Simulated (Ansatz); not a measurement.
## Arsenic, grey arsenic (A7): convergence with Methfessel-Paxton smearing

Computed with Ansatz, LDA, scalar-relativistic PAW, on the relaxed cell (a = 3.760 Å, c = 9.983 Å (c/a = 2.655); spin not included). Errors count from a run at 420 eV on a Γ-centred 17×17×17 mesh with Fermi-Dirac smearing of 0.1 eV, extrapolated to zero width. Fixed here: cutoff 420 eV, mesh 10×10×10. The SCF starts from atomic densities corrected by a trained network.

```tsv
width (eV)	E(σ→0) error (meV/atom)	F error (meV/atom)	P (GPa)	SCF iterations
0.01	-4.3	-4.3	0.00	6
0.03	-4.3	-4.3	0.00	5
0.1	-4.3	-4.3	0.01	5
0.2	-4.4	-4.3	0.03	5
0.3	-4.5	-4.0	0.04	7
0.6	-2.9	1.6	-0.06	6
1.0	5.7	17.4	-0.23	7
```
